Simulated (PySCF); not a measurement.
PySCF input file for dimethylamine (C₂H₇N), SMILES N(C)C, PBE-D3(BJ)/def2-TZVP. Geometry: PBE-D3(BJ)/def2-TZVP.

```python
import numpy as np
from pyscf import gto, scf, dft, df
from pyscf.hessian import thermo

mol = gto.M(
    atom='''
    C     0.02028384    0.22314198    1.21094038
    N    -0.14979202   -0.56802957   -0.00000000
    C     0.02028383    0.22314199   -1.21094037
    H     0.98247216    0.77929742    1.26065736
    H    -0.79055189    0.96560861    1.27768749
    H    -0.04990090   -0.42681489    2.09441011
    H     0.52109934   -1.33767909    0.00000000
    H     0.98247216    0.77929742   -1.26065738
    H    -0.04990090   -0.42681489   -2.09441012
    H    -0.79055189    0.96560861   -1.27768750
    ''',
    basis='def2-TZVP',
    charge=0,
    spin=0,
    max_memory=1600,
    verbose=3,
)
mf = dft.RKS(mol, xc='pbe').density_fit(auxbasis='def2-universal-jkfit')
mf.disp = 'd3bj'
mf.grids.level = 3
mf.conv_tol = 1e-11
mf.max_cycle = 100
mf.kernel()

# [left out here: the lines that compute and print the analytic Hessian (its translational invariance restored by hand, since the grid's response is missing), thermochemistry and intensities]
```

It prints:

```
converged SCF energy = -135.031916058044

WARN: DFTD3 does not support analytical Hessian, using finite difference


WARN: Mole.unit (angstrom) is changed to Bohr

Mode                                 0                   1                   2
Irrep
Freq [cm^-1]                      235.8717            259.4839            372.5607
Reduced mass [au]                   1.0340              1.1999              2.1378
Force const [Dyne/A]                0.0339              0.0476              0.1748
Char temp [K]                     339.3668            373.3396            536.0320
Normal mode                   x     y     z       x     y     z       x     y     z
       0   C                -0.03  0.01 -0.00   -0.04  0.00  0.01   -0.01 -0.04  0.11
       1   N                 0.00 -0.00 -0.00    0.10 -0.01  0.00    0.03  0.12  0.00
       2   C                 0.03 -0.01 -0.00   -0.04  0.00 -0.01   -0.01 -0.04 -0.11
       3   H                -0.20  0.32 -0.16    0.05 -0.18  0.26   -0.02 -0.04  0.27
       4   H                -0.27 -0.26  0.20    0.09  0.17 -0.26   -0.03 -0.08  0.26
       5   H                 0.36 -0.06 -0.02   -0.43  0.06  0.02   -0.02 -0.23 -0.03
       6   H                 0.00  0.00  0.02    0.17  0.05  0.00   -0.09  0.03 -0.00
       7   H                 0.20 -0.32 -0.16    0.05 -0.18 -0.26   -0.02 -0.04 -0.27
       8   H                -0.36  0.06 -0.02   -0.43  0.06 -0.02   -0.02 -0.23  0.03
       9   H                 0.27  0.26  0.20    0.09  0.17  0.26   -0.03 -0.08 -0.26
Mode                                 3                   4                   5
Irrep
Freq [cm^-1]                      752.2345            930.5067            999.2957
Reduced mass [au]                   1.3150              2.1689              1.1809
Force const [Dyne/A]                0.4384              1.1064              0.6948
Char temp [K]                    1082.2979           1338.7920           1437.7641
Normal mode                   x     y     z       x     y     z       x     y     z
       0   C                -0.01 -0.02 -0.06    0.02  0.04  0.13   -0.03  0.07 -0.01
       1   N                 0.08  0.06  0.00   -0.01 -0.10 -0.00   -0.00 -0.00 -0.03
       2   C                -0.01 -0.02  0.06    0.02  0.04 -0.13    0.03 -0.07 -0.01
       3   H                -0.07  0.10  0.03   -0.04  0.14  0.08    0.10 -0.17  0.07
       4   H                -0.08 -0.08 -0.14   -0.04 -0.00 -0.07    0.08  0.14  0.40
       5   H                -0.04  0.01 -0.05    0.00  0.22  0.26    0.06 -0.27 -0.25
       6   H                -0.62 -0.51 -0.00   -0.21 -0.28 -0.00   -0.00 -0.00  0.32
       7   H                -0.07  0.10 -0.03   -0.04  0.14 -0.08   -0.10  0.17  0.07
       8   H                -0.04  0.01  0.05    0.00  0.22 -0.26   -0.06  0.27 -0.25
       9   H                -0.08 -0.08  0.14   -0.04 -0.00  0.07   -0.08 -0.14  0.40
Mode                                 6                   7                   8
Irrep
Freq [cm^-1]                     1064.5096           1142.7766           1146.0696
Reduced mass [au]                   1.2591              1.4818              4.4045
Force const [Dyne/A]                0.8406              1.1401              3.4085
Char temp [K]                    1531.5923           1644.2012           1648.9390
Normal mode                   x     y     z       x     y     z       x     y     z
       0   C                -0.08 -0.06 -0.00    0.08  0.03 -0.03    0.01 -0.06 -0.11
       1   N                 0.00  0.00  0.02   -0.09 -0.03 -0.00   -0.00 -0.00  0.19
       2   C                 0.08  0.06 -0.00    0.08  0.03  0.03   -0.01  0.06 -0.11
       3   H                 0.04 -0.22 -0.43   -0.04  0.19  0.34   -0.00 -0.03  0.04
       4   H                 0.14  0.17  0.06   -0.16 -0.23 -0.11   -0.04 -0.10 -0.04
       5   H                 0.19  0.15  0.17   -0.18 -0.13 -0.17   -0.04 -0.09 -0.13
       6   H                 0.00  0.00  0.15    0.06  0.07 -0.00    0.00  0.00  0.27
       7   H                -0.04  0.22 -0.43   -0.04  0.19 -0.34    0.00  0.03  0.04
       8   H                -0.19 -0.15  0.17   -0.18 -0.13  0.17    0.04  0.09 -0.13
       9   H                -0.14 -0.17  0.06   -0.16 -0.23  0.11    0.04  0.10 -0.04
Mode                                 9                  10                  11
Irrep
Freq [cm^-1]                     1226.0059           1387.1684           1413.1798
Reduced mass [au]                   1.7451              1.1507              1.1837
Force const [Dyne/A]                1.5455              1.3046              1.3928
Char temp [K]                    1763.9496           1995.8264           2033.2511
Normal mode                   x     y     z       x     y     z       x     y     z
       0   C                -0.03  0.09 -0.02   -0.00 -0.04 -0.06    0.01 -0.04 -0.07
       1   N                 0.04 -0.11  0.00   -0.00  0.00 -0.02   -0.00  0.00  0.00
       2   C                -0.03  0.09  0.02    0.00  0.04 -0.06    0.01 -0.04  0.07
       3   H                 0.10 -0.15  0.15   -0.08  0.11  0.32   -0.06  0.07  0.21
       4   H                 0.00  0.09  0.32    0.11  0.07  0.36    0.05 -0.02  0.41
       5   H                 0.06 -0.16 -0.20    0.01  0.34  0.23   -0.12  0.36  0.22
       6   H                -0.10 -0.23 -0.00    0.00  0.00  0.03    0.03  0.03 -0.00
       7   H                 0.10 -0.15 -0.15    0.08 -0.11  0.32   -0.06  0.07 -0.21
       8   H                 0.06 -0.16  0.20   -0.01 -0.34  0.23   -0.12  0.36 -0.22
       9   H                 0.00  0.09 -0.32   -0.11 -0.07  0.36    0.05 -0.02 -0.41
Mode                                12                  13                  14
Irrep
Freq [cm^-1]                     1419.9288           1432.8119           1438.9690
Reduced mass [au]                   1.1270              1.0836              1.0626
Force const [Dyne/A]                1.3387              1.3106              1.2963
Char temp [K]                    2042.9614           2061.4974           2070.3560
Normal mode                   x     y     z       x     y     z       x     y     z
       0   C                 0.05 -0.02  0.02   -0.00  0.04 -0.02   -0.03 -0.02 -0.02
       1   N                 0.00 -0.00 -0.05   -0.00 -0.00  0.05   -0.02  0.00 -0.00
       2   C                -0.05  0.02  0.02    0.00 -0.04 -0.02   -0.03 -0.02  0.02
       3   H                -0.07  0.18 -0.29    0.14 -0.25 -0.15   -0.03 -0.02  0.41
       4   H                -0.01 -0.08  0.16   -0.22 -0.22  0.27    0.11  0.14 -0.22
       5   H                -0.42  0.03  0.01   -0.21  0.12  0.04    0.47  0.04  0.06
       6   H                 0.00  0.00  0.47    0.00  0.00 -0.49    0.02  0.04  0.00
       7   H                 0.07 -0.18 -0.29   -0.14  0.25 -0.15   -0.03 -0.02 -0.41
       8   H                 0.42 -0.03  0.01    0.21 -0.12  0.04    0.47  0.04 -0.06
       9   H                 0.01  0.08  0.16    0.22  0.22  0.27    0.11  0.14  0.22
Mode                                15                  16                  17
Irrep
Freq [cm^-1]                     1465.1121           1465.2303           2850.4865
Reduced mass [au]                   1.0690              1.0394              1.0611
Force const [Dyne/A]                1.3520              1.3148              5.0797
Char temp [K]                    2107.9702           2108.1402           4101.2154
Normal mode                   x     y     z       x     y     z       x     y     z
       0   C                -0.02 -0.01 -0.00    0.00 -0.03  0.01    0.04  0.03  0.01
       1   N                -0.00 -0.00  0.06    0.00 -0.03 -0.00    0.00  0.00  0.00
       2   C                 0.02  0.01 -0.00    0.00 -0.03 -0.01   -0.04 -0.03  0.01
       3   H                -0.17  0.28 -0.14   -0.23  0.41 -0.03   -0.58 -0.32 -0.01
       4   H                 0.23  0.27  0.13    0.31  0.33  0.06    0.09 -0.06 -0.01
       5   H                -0.14 -0.15 -0.13   -0.09 -0.17 -0.12    0.02  0.07 -0.08
       6   H                 0.00 -0.00 -0.52    0.00 -0.03  0.00   -0.00  0.00  0.01
       7   H                 0.17 -0.28 -0.14   -0.23  0.41  0.03    0.58  0.32 -0.01
       8   H                 0.14  0.15 -0.13   -0.09 -0.17  0.12   -0.02 -0.07 -0.08
       9   H                -0.23 -0.27  0.13    0.31  0.33 -0.06   -0.09  0.06 -0.01
Mode                                18                  19                  20
Irrep
Freq [cm^-1]                     2854.4731           2981.4751           2983.2757
Reduced mass [au]                   1.0621              1.0705              1.0732
Force const [Dyne/A]                5.0986              5.6063              5.6274
Char temp [K]                    4106.9512           4289.6788           4292.2695
Normal mode                   x     y     z       x     y     z       x     y     z
       0   C                 0.04  0.02  0.01   -0.04  0.01  0.02   -0.05  0.01  0.02
       1   N                 0.00  0.00 -0.00    0.00 -0.00 -0.00    0.00 -0.00  0.00
       2   C                 0.04  0.02 -0.01   -0.04  0.01 -0.02    0.05 -0.01  0.02
       3   H                -0.59 -0.33 -0.02    0.07  0.05  0.00    0.10  0.07  0.00
       4   H                 0.07 -0.04 -0.01    0.44 -0.41 -0.03    0.44 -0.40 -0.02
       5   H                 0.02  0.06 -0.08    0.01  0.18 -0.24    0.01  0.19 -0.24
       6   H                -0.00 -0.00 -0.00   -0.02  0.01 -0.00   -0.00  0.00 -0.00
       7   H                -0.59 -0.33  0.02    0.07  0.05 -0.00   -0.10 -0.07  0.00
       8   H                 0.02  0.06  0.08    0.01  0.18  0.24   -0.01 -0.19 -0.24
       9   H                 0.07 -0.04  0.01    0.44 -0.41  0.03   -0.44  0.40 -0.02
Mode                                21                  22                  23
Irrep
Freq [cm^-1]                     3036.8712           3037.1820           3430.0787
Reduced mass [au]                   1.1001              1.0993              1.0739
Force const [Dyne/A]                5.9776              5.9746              7.4440
Char temp [K]                    4369.3815           4369.8286           4935.1195
Normal mode                   x     y     z       x     y     z       x     y     z
       0   C                 0.01 -0.05  0.04    0.01 -0.05  0.04    0.00 -0.00  0.00
       1   N                 0.00 -0.00 -0.00   -0.00  0.00  0.00    0.04 -0.05 -0.00
       2   C                -0.01  0.05  0.04    0.01 -0.05 -0.04    0.00 -0.00 -0.00
       3   H                 0.04  0.01  0.01    0.05  0.01  0.01   -0.00  0.00  0.00
       4   H                -0.23  0.20  0.02   -0.23  0.19  0.02   -0.02  0.01 -0.00
       5   H                 0.04  0.36 -0.48    0.04  0.36 -0.48   -0.00  0.00 -0.01
       6   H                -0.00  0.00  0.01    0.02 -0.02  0.00   -0.62  0.74 -0.00
       7   H                -0.04 -0.01  0.01    0.05  0.01 -0.01   -0.00  0.00 -0.00
       8   H                -0.04 -0.36 -0.48    0.04  0.36  0.48   -0.00  0.00  0.01
       9   H                 0.23 -0.20  0.02   -0.23  0.19 -0.02   -0.02  0.01  0.00
temperature 298.1500 [K]
pressure 101325.00 [Pa]
Rotational constants [GHz] 34.26658 9.30639 8.20804
Symmetry number 1
Zero-point energy (ZPE) 0.08959 [Eh]   235219.070 [J/mol]
                           tot       elec      trans        rot        vib
Entropy [J/mol/K]       272.114      0.000    156.245     93.445     22.424
Cv [J/mol/K]             59.622      0.000     12.472     12.472     34.678
Cp [J/mol/K]             67.936      0.000     20.786     12.472     34.678
Internal energy [J/mol]                      3718.434   3718.434 239490.511
Internal energy [Eh]   -134.93787  -135.03192
Enthalpy [J/mol]                             6197.391   3718.434 239490.511
Enthalpy [Eh]          -134.93692
Gibbs free energy [J/mol]                  -40387.018 -24142.144 232804.769
Gibbs free energy [Eh] -134.96782
mode   freq/cm-1   IR/(km/mol)
   1      235.87         0.119
   2      259.48         2.538
   3      372.56         5.866
   4      752.23       116.896
   5      930.51         2.956
   6      999.30         7.313
   7     1064.51         0.655
   8     1142.78         6.136
   9     1146.07        29.772
  10     1226.01         0.058
  11     1387.17         1.230
  12     1413.18         1.350
  13     1419.93         5.550
  14     1432.81         4.014
  15     1438.97        12.164
  16     1465.11        12.260
  17     1465.23         2.486
  18     2850.49        53.912
  19     2854.47       167.942
  20     2981.48        48.245
  21     2983.28        22.739
  22     3036.87        25.014
  23     3037.18        29.976
  24     3430.08         0.001
max |gradient| / (hartree/bohr): 5.794083160374079e-05
APT charges: [ 0.3395 -0.4952  0.3394 -0.0993 -0.0253 -0.0201  0.1057 -0.0993 -0.0201
 -0.0253]
```

Self-consistency was reached.

Cost: very roughly 90 core-seconds.
